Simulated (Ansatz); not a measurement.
Molecule: propyl chloride, C3H7Cl, net charge 0, singlet state. SMILES: CCCCl
Structure (B3LYP-D3(BJ)/def2-TZVP (Ansatz, a first-principles code) minimum search):
```
C
H 1 1.0920
H 1 1.0920 2 106.81
C 1 1.5158 2 109.09 3 117.79
H 4 1.0883 1 111.73 2 -177.01
H 4 1.0883 5 108.92 1 123.92
C 1 1.5283 2 110.25 3 -119.79
H 7 1.0907 1 110.74 2 58.84
H 7 1.0923 8 107.73 1 -121.98
H 7 1.0923 8 107.73 9 -116.03
Cl 4 1.8082 5 106.18 6 113.97
```

Computed values are from Ansatz. Valence correlation only, unless marked. UHF or UKS for open shells. No spin-orbit coupling. No relativistic terms. CBS marks a two-point X^-3 extrapolation of the correlation energy; Hartree-Fock from the larger set. The bracket is a focal-point correction in the basis named.

| Quantity | Value |
|---|---|
| atomisation energy De | 986.6 kcal/mol at RI-MP2/CBS(cc-pV(T+d)Z,cc-pV(Q+d)Z)+[CCSD(T)-MP2]/cc-pV(T+d)Z |
| total energy | -578.1522 Eh at RI-MP2/CBS(cc-pV(T+d)Z,cc-pV(Q+d)Z)+[CCSD(T)-MP2]/cc-pV(T+d)Z |
| dipole moment | 2.21 D at CCSD(T)/aug-cc-pV(D+d)Z |
| T1 diagnostic | 0.008 at CCSD/cc-pV(T+d)Z |
| measured enthalpy of formation, 298 K | -31.5 kcal/mol (G2/97 table in ASE (Curtiss et al.); older table, unchecked) |
| measured dipole moment | 2.05 D (NIST CCCBDB, as tabulated in the package chemicals; older table, unchecked) |
